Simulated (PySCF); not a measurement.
# [SO2]2+: singlet, from a side-on start

Where does singlet [SO2]2+ go from a side-on start, is the end point a minimum, and what are its modes, charges and moments?

Method: PBE0, basis S def2-TZVP, O def2-TZVP, no relativity, density fitting; program: PySCF 2.14.0.

### 1 Where the work starts

3 atoms, charge 2, spin multiplicity 1.

Bond lengths: S1–O2 1.710 Å, S1–O3 1.710 Å, O2–O3 1.440 Å. Angles: O2–S1–O3 49.8°, S1–O2–O3 65.1°, S1–O3–O2 65.1°.

Coordinates in bohr (charge 2 multiplicity 1):
```
S     0.0000    0.0000    0.0000
O     1.3606    0.0000    2.9306
O    -1.3606    0.0000    2.9306
```

### 2 First SCF at the start

One driver script runs all steps and calls PySCF; scf.py shows how it sets up the SCF of each step. The optimiser is the driver's own. After this first run the driver tries any further starts and a stability analysis.

Input file scf.py:

```python
from pyscf import gto, scf, dft
mol = gto.M(atom='''
S      0.000000     0.000000     0.000000
O      0.720000     0.000000     1.550800
O     -0.720000     0.000000     1.550800''',
    basis={'S': 'def2-TZVP', 'O': 'def2-TZVP'},
    charge=2, spin=0)
mf = dft.RKS(mol, xc='PBE0')
mf.grids.atom_grid = (50, 194)
aux = {'S': 'def2-universal-JKFIT', 'O': 'def2-universal-JKFIT'}
mf = mf.density_fit(auxbasis=aux)
mf.conv_tol = 1e-08
mf.diis_space = 10
mf.max_cycle = 60
mf.init_guess = 'minao'
mf.verbose = 4
mf.kernel()
```

On the command line:

```bash
$ OMP_NUM_THREADS=2 python axn.py task.json out
```

Further steps of the session: Relaxation: side-on start, singlet; Hessian and properties.

Q: Predict the outcome of this session. Wanted: minimum; geometry; wavenumbers; dipole moment; highest occupied, lowest empty level; polar-tensor charge of S1; zero-point energy.

As calculated:

```
                            quantity                          value
                             minimum                   singlet, C2v
                            geometry  S–O 1.515 Å (×2); O–S–O 65.8°
                  wavenumbers (cm⁻¹)  630 (a1), 874 (b2), 1209 (a1)
      dipole moment (centre of mass)                         3.33 D
highest occupied, lowest empty level              -27.34, -22.32 eV
           polar-tensor charge of S1                        +1.46 e
                   zero-point energy                    16.2 kJ/mol
                 entropy at 298.15 K                248.3 J/(mol K)
```

**Reading.** The side-on start keeps its C2v symmetry and ends in a minimum. In the infrared the band at 630 cm⁻¹ (a1, bend) leads. Only this shape and spin were tried, so other structures or states may lie lower.
